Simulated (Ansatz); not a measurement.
`FC(Cl)(Cl)Cl` + H₂ → `FC(Cl)Cl` + HCl at 600 K and 1 bar (hydrogenolysis of a C–Cl bond).

Isolated molecules relaxed with PBE0-D4/def2-TZVP in Ansatz; ΔE leaves out vibrations. CCSD(T)/CBS is the MP2 limit (def2-TZVPP, def2-QZVPP) plus CCSD(T) − MP2 in def2-TZVPP, frozen cores. This one scheme is used for every species.

```
       species  CCSD(T)/CBS energy (Eh)  H − E (kJ/mol)  S (J/(mol·K))
`FC(Cl)(Cl)Cl`              -1517.14952            72.8          370.8
            H₂                 -1.17544            43.9          150.8
    `FC(Cl)Cl`              -1057.98381            92.2          342.8
           HCl               -460.38127            35.4          207.2
```

H − E and S are ideal-gas, rigid-rotor, harmonic terms from PBE0-D4/def2-TZVP. The MP2-based limit puts H₂ 0.8 mEh under its directly extrapolated value; such offsets cancel only in part. 1 Eh = 2625.50 kJ/mol, R = 8.31446 J/(mol·K).

Problem. By hand: ΔE, ΔH, ΔS and ΔG.

Solution. ΔE = (-1057.98381) + (-460.38127) − (-1517.14952) − (-1.17544) = -0.04012 Eh = -105.3 kJ/mol. Δ(H − E) = 92.2 + 35.4 − 72.8 − 43.9 = 10.9, so ΔH = -94.4 kJ/mol. ΔS = 342.8 + 207.2 − 370.8 − 150.8 = 28.4 J/(mol·K). ΔG = -94.4 − 600 × (28.4)/1000 = -111.4 kJ/mol.

Problem. By hand: the equilibrium constant, and the temperature at which ΔG would vanish if ΔH and ΔS stayed fixed.

Solution. log₁₀ K = −ΔG/(RT ln 10) = 9.7. ΔH and −TΔS have one sign here, so there is no such temperature.

ΔH outweighs TΔS. A doubt of 5 kJ/mol in ΔE shifts log₁₀ K by 0.4 here. These are equilibria of isolated gas molecules and say nothing of rates. Largest T1 diagnostic: 0.011 (customary marks: 0.02 for closed shells, 0.045 for open ones).
